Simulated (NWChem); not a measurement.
**C2H4N2O (SMILES [H]/N=C/C(N)=O): levels of theory compared**

Aim: a comparison of 3 runs (HF/def2-SVP, PBE0/3-21G, PBE0/def2-SVP) of C2H4N2O. 

The results are computed with NWChem 7.3.0.

## Step 1: Starting point

C2H4N2O has 9 atoms, charge 0, and is taken as a singlet. SMILES: `[H]/N=C/C(N)=O`. The shape is that of a PBE0-D4/def2-TZVP optimisation. This is one conformer, not always the lowest.

Bond lengths: N1–C2 1.261 Å, C2–C3 1.507 Å, C3–N4 1.343 Å, C3–O5 1.214 Å, N1–H6 1.019 Å, C2–H7 1.094 Å, N4–H8 1.004 Å, N4–H9 1.007 Å. Angles: N1–C2–C3 120.7°, C2–C3–N4 114.2°, C2–C3–O5 120.1°, N4–C3–O5 125.7°, N1–C2–H7 126.0°, C3–C2–H7 113.3°, C2–N1–H6 112.0°, C3–N4–H8 119.7°, C3–N4–H9 118.9°, H8–N4–H9 121.4°.

## Step 2: Energy and gradient at HF/def2-SVP (run 1)

Input file nw.nw:

```
start nw
memory stack 880 mb heap 220 mb global 1100 mb

geometry units angstroms noautosym nocenter noautoz
  N    -0.292300    1.542700    0.134500
  C     0.493900    0.725400   -0.417600
  C     0.335600   -0.757700   -0.205300
  N    -0.686900   -1.091900    0.599200
  O     1.098500   -1.534800   -0.742400
  H    -0.064800    2.507900   -0.098900
  H     1.330400    0.981600   -1.074500
  H    -0.868700   -2.058900    0.797400
  H    -1.257100   -0.360600    0.990500
end

basis spherical bse
  N library def2-SVP
  C library def2-SVP
  O library def2-SVP
  H library def2-SVP
end

scf
  nopen 0
  rhf
  thresh 1e-08
  maxiter 80
  print medium
end

task scf gradient
```

Launch:

```bash
$ nwchem nw.nw > nw.out
```

Standard output:

```text
[...]
  functions       =    90
[...]
  wavefunction    = RHF
[...]
         Total SCF energy =   -261.625937078329
      One-electron energy =   -682.690828310468
      Two-electron energy =    256.404443784579
 Nuclear repulsion energy =    164.660447447560
        Time for solution =      8.7s
[...]
                         RHF ENERGY GRADIENTS
    atom               coordinates                        gradient
                 x          y          z           x          y          z
   1 N      -0.552367   2.915280   0.254168   -0.016654   0.002677   0.012560
   2 C       0.933336   1.370807  -0.789150    0.008849  -0.013238  -0.005918
   3 C       0.634192  -1.431845  -0.387961   -0.016159   0.024725   0.010849
   4 N      -1.298053  -2.063392   1.132324    0.000263  -0.000339  -0.000156
   5 O       2.075864  -2.900351  -1.402933    0.023455  -0.023837  -0.016513
   6 H      -0.122454   4.739244  -0.186894    0.002239   0.009357  -0.002270
   7 H       2.514091   1.854955  -2.030511    0.002844  -0.000989  -0.002141
   8 H      -1.641605  -3.890757   1.506868   -0.001103  -0.005987   0.001213
   9 H      -2.375575  -0.681435   1.871774   -0.003734   0.007631   0.002377
[...]
```

Run time: 11 s. Hardware: 1 thread of Intel Xeon 6975P-C (Granite Rapids), shared host; peak memory 0.099 GiB.

## Step 3: Energy and forces at PBE0/3-21G (run 2)

Input file c2h4n2o.nw:

```
start c2h4n2o
memory 2200 mb
geometry units au noautosym nocenter noautoz
  N  -0.55236695  2.91528049  0.25416816
  C   0.93333573  1.37080733 -0.78914963
  C   0.63419209 -1.43184548 -0.38796077
  N  -1.29805288 -2.06339196  1.13232389
  O   2.07586415 -2.90035166 -1.40293267
  H  -0.12245425  4.73924415 -0.18689391
  H   2.51409164  1.85495516 -2.03051072
  H  -1.64160508 -3.89075712  1.50686761
  H  -2.37557471 -0.68143524  1.87177373
end
basis spherical bse
  * library 3-21G
end
dft
  xc pbe0
  grid xfine
  convergence energy 1e-08
  maxiter 100
  mulliken
end
task dft gradient
```

Launch:

```bash
$ nwchem c2h4n2o.nw > c2h4n2o.out
```

Standard output:

```text
[...]
          Wavefunction type:  closed shell.
          No. of atoms     :     9
          No. of electrons :    38
[...]
          Charge           :     0
          Spin multiplicity:     1
[...]
          AO basis - number of functions:    53
[...]
              XC Information
              --------------
                         PBE0 Method XC Functional
                     Hartree-Fock (Exact) Exchange  0.250
          PerdewBurkeErnzerhof Exchange Functional  0.750
            Perdew 1991 LDA Correlation Functional  1.000 local
           PerdewBurkeErnz. Correlation Functional  1.000 non-local
[...]
 d= 0,ls=0.0,diis     1   -261.4224471049 -4.26D+02  5.26D-02  1.33D+00     1.4
[...]
 d= 0,ls=0.0,diis    11   -261.5787135631 -9.25D-10  1.58D-06  7.05D-09    12.4
         Total DFT energy =     -261.578713563054
      One electron energy =     -681.615765103566
           Coulomb energy =      289.742016488231
    Exchange-Corr. energy =      -34.365400495995
 Nuclear repulsion energy =      164.660435548275
[...]
      Total Density - Mulliken Population Analysis
     ---------------------------------------------
    Atom       Charge   Shell Charges
 -----------   ------   -------------------------------------------------------
    1 N    7     7.57   1.99  0.40  1.79  1.46  1.94
    2 C    6     5.97   1.99  0.42  1.64  0.82  1.11
    3 C    6     5.34   1.99  0.43  1.65  0.56  0.72
    4 N    7     7.82   1.99  0.37  1.93  1.30  2.23
    5 O    8     8.52   1.99  0.43  2.11  1.57  2.43
    6 H    1     0.71   0.46  0.24
    7 H    1     0.76   0.47  0.29
    8 H    1     0.66   0.44  0.21
    9 H    1     0.64   0.44  0.21
[...]
  wavefunction    = closed shell
[...]
```

Wall time 15 s (1 thread of Intel Xeon 6975P-C (Granite Rapids), shared host); peak memory 0.14 GiB.

## Step 4: Energy and forces at PBE0/def2-SVP (run 3)

Input file c2h4n2o.nw:

```
START c2h4n2o
TITLE "C2H4N2O"
memory total 2200 mb

GEOMETRY units angstroms noautosym nocenter noautoz
 N       -0.292300       1.542700       0.134500
 C        0.493900       0.725400      -0.417600
 C        0.335600      -0.757700      -0.205300
 N       -0.686900      -1.091900       0.599200
 O        1.098500      -1.534800      -0.742400
 H       -0.064800       2.507900      -0.098900
 H        1.330400       0.981600      -1.074500
 H       -0.868700      -2.058900       0.797400
 H       -1.257100      -0.360600       0.990500
END

BASIS spherical bse
 * library def2-SVP
END

DFT
 xc pbe0
 grid fine
 convergence energy 1e-08
 maxiter 100
 mulliken
END

TASK dft gradient
```

Launch:

```bash
$ nwchem c2h4n2o.nw > c2h4n2o.out
```

Standard output:

```text
[...]
          Wavefunction type:  closed shell.
          No. of atoms     :     9
          No. of electrons :    38
[...]
          Charge           :     0
          Spin multiplicity:     1
[...]
          AO basis - number of functions:    90
[...]
              XC Information
              --------------
                         PBE0 Method XC Functional
                     Hartree-Fock (Exact) Exchange  0.250
          PerdewBurkeErnzerhof Exchange Functional  0.750
            Perdew 1991 LDA Correlation Functional  1.000 local
           PerdewBurkeErnz. Correlation Functional  1.000 non-local
[...]
 d= 0,ls=0.0,diis     1   -262.7182556426 -4.27D+02  2.62D-02  1.13D+00     1.4
[...]
 d= 0,ls=0.0,diis    11   -262.8537962090 -1.41D-09  7.22D-07  4.86D-09    11.8
         Total DFT energy =     -262.853796208972
      One electron energy =     -683.352914266493
           Coulomb energy =      290.279162949844
    Exchange-Corr. energy =      -34.440492339884
 Nuclear repulsion energy =      164.660447447560
[...]
      Total Density - Mulliken Population Analysis
     ---------------------------------------------
    Atom       Charge   Shell Charges
 -----------   ------   -------------------------------------------------------
    1 N    7     7.14   1.99  1.03  0.52  2.33  1.24  0.02
    2 C    6     6.04   1.99  0.95  0.29  2.04  0.72  0.06
    3 C    6     5.90   1.99  0.94  0.11  2.03  0.72  0.12
    4 N    7     7.12   1.99  0.97  0.34  2.51  1.31  0.01
    5 O    8     8.26   1.99  1.10  0.65  2.83  1.67  0.02
    6 H    1     0.87   0.73  0.10  0.05
    7 H    1     0.96   0.75  0.19  0.02
    8 H    1     0.86   0.71  0.10  0.05
    9 H    1     0.85   0.70  0.10  0.05
[...]
  wavefunction    = closed shell
[...]
```

Wall time 15 s (1 thread of Intel Xeon 6975P-C (Granite Rapids), shared host); peak memory 0.11 GiB.

## Step 5: Overview of the runs

| run | level | iteration cap | module | energy (Eh) | dipole moment (D) | HOMO energy (eV) | LUMO energy (eV) | wall time |
| --- | --- | --- | --- | --- | --- | --- | --- | --- |
| 1 | HF/def2-SVP | 80 | scf | -261.625937 | 2.96 | -11.28 | 2.66 | 11 s |
| 2 | PBE0/3-21G | 100 | dft | -261.578714 | 2.58 | -6.83 | -1.02 | 15 s |
| 3 | PBE0/def2-SVP | 100 | dft | -262.853796 | 2.66 | -7.26 | -1.39 | 15 s |

## Step 6: Results

```
                       quantity          value
            run 3: total energy  -262.85380 Eh
           run 3: dipole moment         2.66 D
             run 3: HOMO energy       -7.26 eV
             run 3: LUMO energy       -1.39 eV
           run 3: HOMO–LUMO gap        5.87 eV
run 3: largest force on an atom     0.379 eV/Å
```

The dipole moment (its size) runs from 2.58 D (PBE0/3-21G) to 2.96 D (HF/def2-SVP). The two ends differ in method and basis. The HOMO–LUMO gap runs from 5.81 eV (PBE0/3-21G) to 13.94 eV (HF/def2-SVP). All runs together took 41 s, the longest 15 s.
